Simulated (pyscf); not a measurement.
7 gas-phase steps of one pattern: addition across a multiple bond or ene-type step on the singlet surface, Cl–H or F–H broken and Cl–Nb + H–O or Cl–W + H–S or Cl–W + H–Se or F–Mo + H–S or F–W + H–O or F–W + H–Se formed. Single points on ωB97X-D3(BJ)/def2-SVP structures (PySCF, gas phase). Electronic energies in kcal/mol, from the separated reactants; ΔE‡ at ωB97M-D3(BJ)/def2-TZVP, beside the barrier at r²SCAN/def2-TZVP on the same structures. Rows were drawn at random from the steps of this pattern with a verified saddle, stable references and no exit in the data more than 5 kcal/mol lower.

```json
[
 {"row": "1", "step": "F–W(F)(=S)=S + HCl → F–W(F)(=S)(SH)–Cl", "ΔE‡(r²SCAN)": "8.3", "ΔE‡": "?"},
 {"row": "2", "step": "O=W(F)(F)(F)–F + HF → HO–W(F)(F)(F)(F)–F", "ΔE‡(r²SCAN)": "9.6", "ΔE‡": "16.3"},
 {"row": "3", "step": "O=Nb(Cl)(Cl)–Cl + HCl → HO–Nb(Cl)(Cl)(Cl)–Cl", "ΔE‡(r²SCAN)": "7.3", "ΔE‡": "13.7"},
 {"row": "4", "step": "F–W(F)(F)(F)=Se + HF -> F–W(F)(F)(F)(F)–SeH", "ΔE‡(r²SCAN)": "16.9", "ΔE‡": "24.1"},
 {"row": "5", "step": "F–W(F)(F)(F)=S + HCl -> F–W(F)(F)(F)(SH)–Cl", "ΔE‡(r²SCAN)": "20.2", "ΔE‡": "29.0"},
 {"row": "6", "step": "F–W(F)(F)(F)=Se + HCl → F–W(F)(F)(F)(Cl)–SeH", "ΔE‡(r²SCAN)": "21.1", "ΔE‡": "29.6"},
 {"row": "7", "step": "F–Mo(F)(F)(F)=S + HF -> F–Mo(F)(F)(F)(F)–SH", "ΔE‡(r²SCAN)": "22.0", "ΔE‡": "31.6"}
]
```

Question: Fit ΔE‡ = a + b·ΔE‡(r²SCAN) to the other rows and predict row 1.

Answer: Over the 6 complete rows the means are +16.2 (ΔE‡(r²SCAN)) and 24.0 (ΔE‡); least squares gives b = 1.19 and a = 4.8 kcal/mol, with residuals of 0.4 kcal/mol (root mean square; largest 0.8, row 4). For row 1: 4.8 + 1.19 × (+8.3) = 14.7 kcal/mol. The computed barrier is 14.4 kcal/mol, 0.3 under the line. The line follows the complete rows closely. Each barrier is that of the saddle found. Elements up to Kr have no core potential and no relativistic terms here. Elements past Kr carry the def2 core potentials, without spin-orbit coupling.
